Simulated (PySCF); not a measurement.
**Telling isomers of C₃H₇NO apart by NMR**

PySCF 2.14 calculation with J: B3LYP/pcJ-1 (spin–dipole term left out of most H,H and C,H couplings), NMR shieldings at PBE0/pcSseg-1/GIAO and GFN2-xTB geometry; one conformer, rapidly exchanging positions averaged, no solvent model, non-relativistic.

Scale: ¹H (31.72 ppm), ¹³C (186.93 ppm) against TMS (reference shieldings calculated alike). Multiplet labels drop J under 1 Hz and among equivalent protons, and merge close values. Unscaled 3J(H,H) run several per cent high. Where no couplings were computed, multiplicities follow the n + 1 count of equivalent neighbours, and m marks all less simple cases (inequivalent or close neighbours, rings, F or P nearby). Acid and N–H amide carbonyl carbons lie up to 10 ppm further downfield in solution (hydrogen bonding). Shifts are as computed. Against solution values, carbons near 30 ppm lie about +3 ppm off and those near 130 ppm about +5 ppm. Of 1211 compounds with measured shifts, 218 miss one by over three times the rms of a fit or turn the order of signals round; such compounds aren't used in these exercises. Groups on amide-type nitrogens are kept apart (slow C–N rotation). OH and NH positions are gas-phase values without hydrogen bonding to other molecules.

(1) Tabulate the signals of `CCC(N)=O`, `C=NCOC` and their relative energies.

(2) What is the quickest way to tell CCC(N)=O from C=NCOC?

Answers

(1) 
```tsv
SMILES	carbon types	δC	δH	E rel. (kcal/mol)
CCC(N)=O	1×C 1×CH2 1×CH3	172.9, 29.4, 10.2	4.65 (br, 1H), 4.52 (br, 1H), 2.05 (q, 2H), 1.12 (t, 3H)	0.0
C=NCOC	2×CH2 1×CH3	152.0, 91.6, 58.0	7.85 (d, 1H), 7.53 (d, 1H), 5.43 (s, 2H), 3.41 (s, 3H)	48.7
```

Energies are electronic energies at PBE0/pcSseg-1 on these geometries, without zero-point or thermal terms, each for the one conformer computed, which needn't be the lowest.

(2) Both give the same number of carbon signals, but DEPT or the intensities differ. The first has an amide carbonyl carbon (C) at 172.9 ppm, the second a C=N carbon (CH2) at 152.0 ppm. In the proton spectra the most deshielded non-exchanging signals are 2.05 (q, J = 7.8 Hz, 2H) and 7.85 (d, 1H).
